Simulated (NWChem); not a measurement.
**PH2 (SMILES [PH2]) at UPW86PBE/DGauss-TZVP (esp resp)**

What is the energy change on altering one bond length of PH2 at UPW86PBE/DGauss-TZVP (esp resp)? 

Program for the calculation: NWChem 7.3.0.

## Step 1: The system as given

PH2 has 3 atoms, charge 0, and is taken as a doublet. As SMILES, `[PH2]`. The shape is that of a GFN2-xTB optimisation.

Bond lengths: P1–H2 1.392 Å, P1–H3 1.392 Å. Angles: H2–P1–H3 91.4°.

## Step 2: The energy at UPW86PBE/DGauss-TZVP (esp resp)

Input file struct.nw:

```
start struct
title "H2P energy"
memory stack 880 mb heap 220 mb global 1100 mb

geometry units angstroms noautoz
  P        0.514470      -0.302750       0.252680
  H        0.111510       1.027360       0.172420
  H       -0.625980      -0.724620      -0.425100
end

basis spherical
  * library "tzvp (dft orbital)"
end

dft
  xc xperdew86 cpbe96
  mult 2
  grid medium
  convergence energy 1e-06
  iterations 200
end

esp
  restrain
  recalculate
end

task dft
task esp
```

Command:

```
$ nwchem struct.nw > struct.out
```

Output:

```text
[...]
 Group name             C2v
[...]
          Wavefunction type:  spin polarized.
          No. of atoms     :     3
          No. of electrons :    17
[...]
          Charge           :     0
          Spin multiplicity:     2
[...]
          AO basis - number of functions:    34
[...]
              XC Information
              --------------
                   Perdew 1986 Exchange Functional  1.000
            Perdew 1991 LDA Correlation Functional  1.000 local
           PerdewBurkeErnz. Correlation Functional  1.000 non-local
[...]
 d= 0,ls=0.0,diis     1   -342.5624658786 -3.54D+02  7.08D-03  1.03D-01     0.2
[...]
 d= 0,ls=0.0,diis     7   -342.5781926279 -6.08D-08  1.24D-06  6.56D-10     0.6
[...]
         Total DFT energy =     -342.578192627901
      One electron energy =     -496.068523716490
           Coulomb energy =      165.813681344077
    Exchange-Corr. energy =      -23.992622253832
 Nuclear repulsion energy =       11.669271998344
[...]
      <S2> =      0.7535 (Exact =     0.7500)
[...]
 Dipole moment                                  0.330808    0.329612    0.329612
 Quadrupole moment Qxx                          1.276228    1.271616    1.271616
                   Qyy                         -0.638114   -0.635808   -0.635808
                   Qzz                         -0.638114   -0.635808   -0.635808
[...]
```

Run time: 1.3 s. Hardware: 1 thread of Intel Xeon Platinum 8488C (Sapphire Rapids), shared host; peak memory 0.1 GiB.

## Step 3: The distorted shape, same level

Input file test.nw:

```
start test
memory total 2200 mb
charge 0

geometry noautoz
 P     1.084695   -0.091815    0.591570
 H     0.681735    1.238295    0.511310
 H    -0.625980   -0.724620   -0.425100
end

basis spherical
 P library "tzvp (dft orbital)"
 H library "tzvp (dft orbital)"
end

dft
 xc xperdew86 cpbe96
 mult 2
 grid medium
 convergence energy 1e-06
 maxiter 200
end

esp
 restrain
 recalculate
end

task dft energy
task esp
```

Command:

```
$ nwchem test.nw > test.out
```

Output:

```text
[...]
 Group name             Cs
[...]
          Wavefunction type:  spin polarized.
          No. of atoms     :     3
          No. of electrons :    17
[...]
          Charge           :     0
          Spin multiplicity:     2
[...]
          AO basis - number of functions:    34
[...]
              XC Information
              --------------
                   Perdew 1986 Exchange Functional  1.000
            Perdew 1991 LDA Correlation Functional  1.000 local
           PerdewBurkeErnz. Correlation Functional  1.000 non-local
[...]
 d= 0,ls=0.0,diis     1   -342.5007760723 -3.52D+02  7.68D-03  1.03D-01     0.2
[...]
 d= 0,ls=0.0,diis    11   -342.5191627646 -5.37D-07  1.99D-06  5.81D-09     1.4
[...]
         Total DFT energy =     -342.519162764622
      One electron energy =     -491.920910173434
           Coulomb energy =      163.561520550529
    Exchange-Corr. energy =      -23.871373009573
 Nuclear repulsion energy =        9.711599867856
[...]
      <S2> =      0.7618 (Exact =     0.7500)
[...]
 Dipole moment                                  0.270480    0.269915    0.269915
 Quadrupole moment Qxx                          0.258849    0.259733    0.259733
                   Qyy                         -0.520432   -0.522007   -0.522007
                   Qzz                          0.261583    0.262274    0.262274
[...]
```

Wall time 2 s (1 thread of Intel Xeon Platinum 8488C (Sapphire Rapids), shared host); peak memory 0.11 GiB.

## Step 4: Results

At UPW86PBE/DGauss-TZVP (esp resp):

| quantity | value |
| --- | --- |
| first shape: total energy | -342.57819 Eh |
| first shape: dipole moment | 0.91 D |
| first shape: HOMO energy (highest over α and β) | -6.01 eV |
| first shape: LUMO energy (lowest over α and β) | -4.21 eV |
| first shape: ⟨S²⟩ | 0.753 |
| distorted shape: total energy | -342.51916 Eh |
| distorted shape: dipole moment | 0.78 D |
| distorted shape: HOMO energy (highest over α and β) | -6.20 eV |
| distorted shape: LUMO energy (lowest over α and β) | -4.35 eV |
| distorted shape: ⟨S²⟩ | 0.762 |
| energy change with the P1–H3 bond stretched from 1.392 to 2.088 Å | 1.606 eV |

In words: With the P1–H3 bond stretched from 1.392 to 2.088 Å the energy rises by 1.61 eV (37 kcal/mol). The first shape isn't relaxed at this level, so the change isn't measured from a minimum.
